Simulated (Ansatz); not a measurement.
## Cobalt, hcp: convergence with Methfessel-Paxton smearing

Computed with Ansatz, LDA, scalar-relativistic PAW, on the relaxed cell (a = 2.427 Å, c = 3.923 Å (c/a = 1.616); ferromagnetic, net 1.51 μB per atom). Errors count from a run at 420 eV on a Γ-centred 24×24×13 mesh with Fermi-Dirac smearing of 0.05 eV, extrapolated to zero width. Fixed here: cutoff 420 eV, mesh 15×15×8.

```tsv
width (eV)	E(σ→0) error (meV/atom)	F error (meV/atom)	P (GPa)	sphere moment (μB)	SCF iterations
0.01	0.8	0.8	0.48	1.59	17
0.03	0.8	0.8	0.47	1.58	16
0.1	0.8	0.9	0.25	1.57	13
0.2	0.9	1.6	0.29	1.58	12
0.3	1.6	3.9	0.54	1.59	13
0.6	8.9	16.5	-1.25	1.51	18
1.0	33.6	30.5	-5.50	1.16	15
```
